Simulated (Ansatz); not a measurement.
## CF, quartet in 6-31G: errors against full CI

Geometry: a point of a stretch scan, not a stationary point.

```csv
atom,x (Å),y (Å),z (Å)
C,0.0000,0.0000,0.0000
F,0.0000,0.0000,2.4640
```

Basis 6-31G; Ansatz 0.2.0. Only valence electrons are correlated (noble-gas cores frozen), which leaves 11 electrons in 16 orbitals. Prefix R: restricted or restricted open-shell reference; prefix U: unrestricted. Active spaces: pair = (5e, 5o) about the gap; valence = (11e, 8o) chosen from the atoms' valence shells.

Full CI is exact within this basis and frozen core; it isn't the basis-set limit. The frozen core follows each run's orbitals, which can shift R against U totals by a few meV.

For open shells CISD and CISDTQ are restricted-active-space CI with the open shells as a complete middle space.

* UHF ⟨S²⟩: 3.754
* T1 diagnostic (RCCSD): 0.0092
* largest doubles amplitude (RCCSD): 0.119
* T1 diagnostic (UCCSD): 0.0063

```
                     level  E − E(full CI) (kJ/mol)  share of correlation (%)  wall time
                       RHF                    331.5                      0.00          –
                       UHF                    327.1                      1.32          –
                      RMP2                     56.0                     83.12          –
                      UMP2                     54.5                     83.55          –
                      CISD                     16.4                     95.06     0.96 s
                     RCCSD                      3.7                     98.89          –
                     UCCSD                      3.6                     98.92          –
                  RCCSD(T)                      1.2                     99.64      1.1 s
                  UCCSD(T)                      1.1                     99.66      1.1 s
                   BCCD(T)                      1.2                     99.64      1.2 s
                    RCCSDT                      0.3                     99.92          –
                    UCCSDT                      0.2                     99.94          –
                    CISDTQ                      0.6                     99.83       22 s
                 RCCSDT(Q)                      0.0                     99.99      4.3 s
                 UCCSDT(Q)                      0.0                    100.01      4.2 s
                   RCCSDTQ                      0.0                    100.00       63 s
                   UCCSDTQ                     -0.1                    100.03       64 s
       CASSCF (pair space)                    283.3                     14.53          –
       NEVPT2 (pair space)                     39.8                     87.99     0.72 s
       MRCISD (pair space)                     10.5                     96.84          –
     MRCISD+Q (pair space)                      2.0                     99.41      1.1 s
    CASSCF (valence space)                    282.9                     14.66          –
    NEVPT2 (valence space)                     73.3                     77.89     0.54 s
NEVPT4(SD) (valence space)                      9.6                     97.11        1 s
    MRCISD (valence space)                     10.8                     96.75          –
  MRCISD+Q (valence space)                      2.5                     99.24      1.1 s
```

The correlation energy at full CI, counted from RHF, is -3.435 eV. That run took 2.7 min on 1 thread of Arm Neoverse V2, shared host over 5,205,200 determinants.

Times hold each run's SCF and search for its determinant on a shared host, so for small cases they say little of a method's own cost; they ran on 1 thread of Arm Neoverse V2.

The full-CI state has the irrep B1 of C2v, in the program's axes (one component, if the state is degenerate).

Natural occupations of full CI about the gap: 1.992 1.986 1.963 1.946 1.019 0.996 0.973 0.066 0.014 0.014; effectively unpaired electrons, Σ n²(2−n)², 3.03.
